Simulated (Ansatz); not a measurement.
```yaml
crystal:
  periodic: [false, false, false]
  atoms:
    - {symbol: W, position_ang: [0.000000, 0.000000, 0.000000]}
    - {symbol: B, position_ang: [0.000000, 0.000000, 2.290000]}
basis:
  gaussian: {orbitals: def2-TZVP}
total_charge: 1
magnetization: {spin_polarized: true, initial_magnetization: 6}
hamiltonian: {xc: pbe0}
relax: {f_tol: 0.004, max_steps: 80}
```

```sh
$ ansatz run in.yaml --threads 1 --pin off --events-out ev --progress --plain --max-ram 2176MiB
```

Steps of the relaxation (energy above the last step; positions in Å, forces in eV/Å):

```
2
step 1, 204.6 meV
W     0.000    0.000    0.000    0.000    0.000    1.787
B     0.000    0.000    2.290    0.000    0.000   -1.787
```

```
2
step 2, 98.5 meV
W     0.000    0.000    0.151    0.000    0.000   -2.001
B     0.000    0.000    2.139    0.000    0.000    2.001
```

```
2
step 3, 0.2 meV
W     0.000    0.000    0.100    0.000    0.000   -0.079
B     0.000    0.000    2.190    0.000    0.000    0.079
```

```
2
step 4, 0.0 meV
W     0.000    0.000    0.098    0.000    0.000   -0.003
B     0.000    0.000    2.192    0.000    0.000    0.003
```

Close pairs at the end: W1–B2 2.095 Å.

A stationary point of unrestricted PBE0 after 4 steps, with ⟨S²⟩ = 12.008 against 12.00 for a pure state. 12 s on 1 thread of Arm Neoverse V2, shared host.
